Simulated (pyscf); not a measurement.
**Routes from H₂C=N–CH₃ + H₂**

Candidate steps break at most two bonds and form at most two. Each was searched with GFN2-xTB (tblite) first. PySCF, gas phase, ωB97X-D3(BJ)/def2-SVP geometries. Energies: ωB97M-D3(BJ)/def2-TZVP, kJ/mol, from the separated reactants, singlet surface; ΔG‡ with ideal gas, 1 atm, RRHO with modes under 100 cm⁻¹ raised to 100, one conformer, R ln 2 for chiral ones without a mode under 150 cm⁻¹.

| products | type | ΔE‡ | ΔE | ΔG‡ 298 K | ΔG‡ 900 K | ν‡ (cm⁻¹) |
|---|---|---|---|---|---|---|
| H₂C=N–CH₃ + H₂ | concerted two-bond exchange (C–H, H–H broken, C–H, H–H formed) | 201.1 | 0.0 | 236.9 | 323.6 | 1975i |
| H₂C=N–CH₃ + H₂ | four-centre exchange (C–H, H–H broken, C–H, H–H formed) | 379.8 | 0.0 | 411.2 | 488.1 | 2033i |
| H₂C=NH + CH₄ | four-centre exchange | 391.2 | -82.9 | 429.0 | 500.7 | 1258i |

Plain bond fissions and candidates not yet searched are not listed, and one of them may be faster. Each barrier is that of the saddle found; lower ones may exist. One closed-shell reference is unstable to symmetry breaking; treat the single-reference values with care.
